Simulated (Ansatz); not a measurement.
# BFH7N: the cost of one run

All numbers below are computed with Ansatz 0.2.0 (RKS PBE-D4/def2-SVP).

### Step 1. Starting point

Bond lengths: B1–H3 1.168 Å, B1–H4 1.168 Å, B1–N6 1.801 Å, N6–H9 1.007 Å, N6–H10 1.008 Å. Angles: H3–B1–H4 122.1°, H3–B1–N6 109.4°, H4–B1–N6 109.2°, B1–N6–H9 111.3°, B1–N6–H10 110.7°, H9–N6–H10 110.7°.

Coordinates:

```xyz
10

B    -0.7623   -0.1950   -0.7315
H     0.4495    0.4066   -1.4084
H    -0.8448   -1.2918   -1.1243
H    -1.6282    0.5777   -0.8625
H     1.0073    0.2188    0.8390
N    -0.2441   -0.2161    0.9930
H     1.1991    0.5633   -0.7967
F     1.9137    0.6556    0.1735
H    -0.2931   -1.1455    1.3787
H    -0.7972    0.4263    1.5391
```

### Step 2. A restrained relaxation towards end A

Springs on the bonds that form and break draw the guess towards this end; the thresholds are loose.

Contents of input.yaml:

```yaml
crystal:
  periodic: [false, false, false]
  atoms:
    - { symbol: B, position_ang: [-0.7623, -0.195, -0.7315] }
    - { symbol: H, position_ang: [0.4495, 0.4066, -1.4084] }
    - { symbol: H, position_ang: [-0.8448, -1.2918, -1.1243] }
    - { symbol: H, position_ang: [-1.6282, 0.5777, -0.8625] }
    - { symbol: H, position_ang: [1.0073, 0.2188, 0.839] }
    - { symbol: "N", position_ang: [-0.2441, -0.2161, 0.993] }
    - { symbol: H, position_ang: [1.1991, 0.5633, -0.7967] }
    - { symbol: F, position_ang: [1.9137, 0.6556, 0.1735] }
    - { symbol: H, position_ang: [-0.2931, -1.1455, 1.3787] }
    - { symbol: H, position_ang: [-0.7972, 0.4263, 1.5391] }
basis:
  gaussian: { orbitals: def2-SVP }
hamiltonian:
  xc: pbe
  dispersion: d4
relax:
  f_tol: 0.15
  max_steps: 25
  restrain:
    - { distance: [0, 5], at: 2.85, k: 30.0 }
    - { distance: [4, 7], at: 2.18, k: 30.0 }
    - { distance: [6, 1], at: 1.92, k: 30.0 }
    - { distance: [0, 1], at: 1.15, k: 30.0 }
    - { distance: [4, 5], at: 1.02, k: 30.0 }
    - { distance: [6, 7], at: 0.88, k: 30.0 }
```

Started as:

```
$ ansatz run input.yaml --threads 2 --pin off --max-ram 3072MiB --backend cpu --events-out ev --progress --plain --runs-dir out
```

What time and memory should one allow on 2 threads of AMD EPYC 9B45 (Zen 5), shared host?

About 7 s, with a peak of 0.16 GiB.
